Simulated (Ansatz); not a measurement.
A first, cheap relaxation of C2H4FNO (`NC1(F)CO1`).

```yaml
crystal:
  periodic: [false, false, false]
  atoms:
    - {symbol: N, position_ang: [-0.241600, 1.195200, 0.697800]}
    - {symbol: C, position_ang: [0.486500, 0.271800, -0.052700]}
    - {symbol: F, position_ang: [1.818000, 0.281400, 0.182900]}
    - {symbol: C, position_ang: [-0.009800, -1.018200, -0.519400]}
    - {symbol: O, position_ang: [0.083600, 0.078100, -1.421900]}
    - {symbol: H, position_ang: [-0.410800, 0.944400, 1.643200]}
    - {symbol: H, position_ang: [-1.185800, 1.322900, 0.272300]}
    - {symbol: H, position_ang: [-1.051600, -1.276200, -0.230300]}
    - {symbol: H, position_ang: [0.599900, -1.845600, -0.589100]}
basis:
  gaussian: {orbitals: def2-SVP}
hamiltonian: {xc: pbe, dispersion: d4}
relax: {f_tol: 0.03, max_steps: 200}
```

```sh
$ ansatz run in.yaml --threads 4 --pin off --events-out ev --progress --plain
```

Shortened log:

```
Functional definition: PBE
  name "PBE"
  cite "Perdew, Burke & Ernzerhof, Phys. Rev. Lett. 77, 3865 (1996) doi:10.1103/PhysRevLett.77.3865"
  parent pbe
  parameter kappa = 0.804
  parameter beta = 0.06672455060314922
  exchange = pbe_x(kappa = kappa, mu = beta*pi^2/3)
  correlation = pbe_c(beta = beta)
mean field -8376.13108828 eV, -307.8171399488 hartree, gradient 2.4e-5 eV, S^2 0.000000; 0 other end points of the search recorded, 0 dependent functions left out
the calculation of the forces begins
relax step   1: F+E_penalty+E_count = -8376.26960679 eV  Δ(F+E_penalty+E_count) = +0.000e0 eV  max|allowed force component| = 2.853e0 eV/Å  Δτ_max = 0.0000 Å  (28 SCF iters, accepted)
these checks for a lower state are left out or cut short: starts, cluster_reference, orbital_swaps, neighbouring_geometries, increment
mean field -8376.40986510 eV, -307.8273848080 hartree, gradient 7.9e-6 eV, S^2 0.000000; 0 other end points of the search recorded, 0 dependent functions left out
the calculation of the forces begins
relax step   2: F+E_penalty+E_count = -8376.54739454 eV  Δ(F+E_penalty+E_count) = -2.778e-1 eV  max|allowed force component| = 9.842e-1 eV/Å  Δτ_max = 0.1056 Å  (31 SCF iters, accepted)
these checks for a lower state are left out or cut short: starts, cluster_reference, orbital_swaps, neighbouring_geometries, increment
mean field -8376.45472254 eV, -307.8290332886 hartree, gradient 2.4e-5 eV, S^2 0.000000; 0 other end points of the search recorded, 0 dependent functions left out
the calculation of the forces begins
relax step   3: F+E_penalty+E_count = -8376.59196493 eV  Δ(F+E_penalty+E_count) = -4.457e-2 eV  max|allowed force component| = 4.966e-1 eV/Å  Δτ_max = 0.0389 Å  (30 SCF iters, accepted)
these checks for a lower state are left out or cut short: starts, cluster_reference, orbital_swaps, neighbouring_geometries, increment
mean field -8376.45981152 eV, -307.8292203050 hartree, gradient 2.5e-5 eV, S^2 0.000000; 0 other end points of the search recorded, 0 dependent functions left out
the calculation of the forces begins
relax step   4: F+E_penalty+E_count = -8376.59697001 eV  Δ(F+E_penalty+E_count) = -5.005e-3 eV  max|allowed force component| = 2.391e-1 eV/Å  Δτ_max = 0.1086 Å  (30 SCF iters, accepted)
these checks for a lower state are left out or cut short: starts, cluster_reference, orbital_swaps, neighbouring_geometries, increment
mean field -8376.47132358 eV, -307.8296433655 hartree, gradient 2.6e-5 eV, S^2 0.000000; 0 other end points of the search recorded, 0 dependent functions left out
the calculation of the forces begins
relax step   5: F+E_penalty+E_count = -8376.60849642 eV  Δ(F+E_penalty+E_count) = -1.153e-2 eV  max|allowed force component| = 9.485e-2 eV/Å  Δτ_max = 0.0396 Å  (30 SCF iters, accepted)
these checks for a lower state are left out or cut short: starts, cluster_reference, orbital_swaps, neighbouring_geometries, increment
mean field -8376.47387592 eV, -307.8297371623 hartree, gradient 2.5e-5 eV, S^2 0.000000; 0 other end points of the search recorded, 0 dependent functions left out
the calculation of the forces begins
relax step   6: F+E_penalty+E_count = -8376.61099210 eV  Δ(F+E_penalty+E_count) = -2.496e-3 eV  max|allowed force component| = 2.388e-1 eV/Å  Δτ_max = 0.0536 Å  (29 SCF iters, accepted)
these checks for a lower state are left out or cut short: starts, cluster_reference, orbital_swaps, neighbouring_geometries, increment
mean field -8376.47685962 eV, -307.8298468112 hartree, gradient 2.5e-5 eV, S^2 0.000000; 0 other end points of the search recorded, 0 dependent functions left out
the calculation of the forces begins
relax step   7: F+E_penalty+E_count = -8376.61384296 eV  Δ(F+E_penalty+E_count) = -2.851e-3 eV  max|allowed force component| = 9.934e-2 eV/Å  Δτ_max = 0.0687 Å  (30 SCF iters, accepted)
these checks for a lower state are left out or cut short: starts, cluster_reference, orbital_swaps, neighbouring_geometries, increment
mean field -8376.47760190 eV, -307.8298740894 hartree, gradient 2.5e-5 eV, S^2 0.000000; 0 other end points of the search recorded, 0 dependent functions left out
the calculation of the forces begins
relax step   8: F+E_penalty+E_count = -8376.61460501 eV  Δ(F+E_penalty+E_count) = -7.621e-4 eV  max|allowed force component| = 3.163e-2 eV/Å  Δτ_max = 0.0106 Å  (32 SCF iters, accepted)
these checks for a lower state are left out or cut short: starts, cluster_reference, orbital_swaps, neighbouring_geometries, increment
mean field -8376.47755723 eV, -307.8298724477 hartree, gradient 2.5e-5 eV, S^2 0.000000; 0 other end points of the search recorded, 0 dependent functions left out
the calculation of the forces begins
relax step   9: F+E_penalty+E_count = -8376.61461618 eV  Δ(F+E_penalty+E_count) = -1.116e-5 eV  max|allowed force component| = 2.857e-2 eV/Å  Δτ_max = 0.0077 Å  (31 SCF iters, accepted)
mean field -8376.47755723 eV, -307.8298724477 hartree, gradient 2.5e-5 eV, S^2 0.000000; 1 other end points of the search recorded, 0 dependent functions left out
the calculation of the forces begins
Total energy: -8376.61464193 eV, -307.8349102176 hartree
Atom 0 at    -0.275171     1.252138     0.644099 Å, force     0.003177     0.015320    -0.006962 eV/Å
Atom 1 at     0.429393     0.235164    -0.035483 Å, force    -0.028573    -0.012023    -0.004092 eV/Å
Atom 2 at     1.757946     0.303195     0.290207 Å, force     0.024286     0.006052     0.007725 eV/Å
Atom 3 at    -0.055652    -1.077529    -0.514894 Å, force    -0.001254     0.002736    -0.015577 eV/Å
Atom 4 at     0.143696     0.087321    -1.379931 Å, force     0.005912    -0.004720     0.012974 eV/Å
Atom 5 at    -0.205642     1.151934     1.662144 Å, force    -0.003226     0.004593     0.007463 eV/Å
Atom 6 at    -1.258125     1.278310     0.360246 Å, force    -0.001648    -0.000250     0.001551 eV/Å
Atom 7 at    -1.111905    -1.374647    -0.371349 Å, force    -0.001637    -0.002957     0.008832 eV/Å
Atom 8 at     0.663859    -1.902086    -0.672240 Å, force     0.002964    -0.008750    -0.011914 eV/Å
Dipole moment:    -0.472187    -0.264270     0.403113 e Å
```

Run time 6.5 s (4 threads of a server CPU on a shared host); peak host memory 0.19 GiB.
